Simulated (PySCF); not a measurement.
Gas-phase reaction: 4 Si(CH3)4 ⇌ 4 CH3SiH3 + 3 C4H8 (cis-2-butene)

Method: PySCF energies plus ideal-gas RRHO corrections (1 bar). † marks an energy on the PBE0/def2-TZVP geometry and frequencies; other levels use their own. MP2 freezes the core. All species are closed-shell singlets. MP2 isn't extrapolated to the basis-set limit.

r2SCAN/def2-TZVP† gives ΔH°(298 K) = 748 kJ.

Problem. What do MP2/def2-SVP†, PBE/def2-SVP, PBE0/def2-SVP† give?

Solution. MP2/def2-SVP†: 658 kJ; PBE/def2-SVP: 631 kJ; PBE0/def2-SVP†: 680 kJ. For scale, ΔH°(298 K) is 748 kJ at this level, 747 kJ at ωB97M-V/def2-TZVP†, and runs from 17 to 784 kJ over the 18 levels computed.
